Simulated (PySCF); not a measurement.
# Ionisation energy of Be by level of theory

Be [He] 2s2 (1S) → Be+ [He] 2s1 (2S), as a difference of total energies. Calculation: PySCF 2.14, in cc-pVTZ; the non-relativistic Hamiltonian (point nucleus). Correlated levels: valence: 1s2 frozen. The calculations carry no spin-orbit coupling.

```csv
method,ionisation energy (eV)
UHF,8.045
BP86,9.108
PBE,8.995
MP2 (valence),8.811
SCS-MP2 (valence),8.965
CCSD (valence),9.284
```

Errors of the correlated levels include the incompleteness of this basis and the frozen core.

With two correlated electrons CCSD is exact in that space.

Problem. Which method comes closest to the reference value, and which is furthest?

Solution. The reference is 9.323 eV (measured; NIST Atomic Spectra Database, ionization energies). Closest: CCSD (valence) (error -0.039 eV); furthest: UHF (error -1.278 eV).
